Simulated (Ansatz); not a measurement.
Reaction: CS2 (methanedithione, SMILES S=C=S) → CS2 (parent SMILES S=C=S, triplet)
Each species at its own B3LYP-D3(BJ)/def2-TZVP minimum (Ansatz, an electronic-structure program).

Total energies in hartree (Ansatz). Radicals and triplets start from unrestricted determinants; spin-orbit coupling is neglected. Cores are frozen in correlated methods. No relativity. The UHF reference of CS2 (parent SMILES S=C=S, triplet) is spin-contaminated (<S^2> up to 0.04 over the pure value in the sets run). The spin of CS2 (parent SMILES S=C=S, triplet) was assumed, and the state is the lowest solution found for it.

```csv
species,HF/cc-pV(T+d)Z,CCSD(T)/cc-pV(T+d)Z,HF/cc-pV(Q+d)Z,CCSD(T)/cc-pV(Q+d)Z,CCSD(T)/cc-pV(D+d)Z,CCSDT(Q)/cc-pV(D+d)Z
"1: CS2 (methanedithione, SMILES S=C=S)",-832.97161,-833.51376,-832.98064,-833.55780,-833.36851,-833.37143
"2: CS2 (parent SMILES S=C=S, triplet)",-832.90139,-833.41042,-832.91097,-833.45420,-833.26667,-833.27027
```

Task: Work out the adiabatic triplet-singlet gap (electronic) in kcal/mol: take Hartree-Fock from cc-pV(Q+d)Z, extrapolate the CCSD(T) correlation energy as X^-3 (X = 3, 4), and add CCSDT(Q) - CCSD(T) in cc-pV(D+d)Z. 1 hartree = 627.51 kcal/mol.

Result: 
Species 1: correlation (64·(-0.57716) - 27·(-0.54215))/37 = -0.60271; step -0.00292; E1 = -832.98064 + (-0.60271) + (-0.00292) = -833.58627
Species 2: correlation (64·(-0.54323) - 27·(-0.50903))/37 = -0.56819; step -0.00360; E2 = -832.91097 + (-0.56819) + (-0.00360) = -833.48276
-1·E1 +1·E2 = 0.10351 hartree = 65.0 kcal/mol.
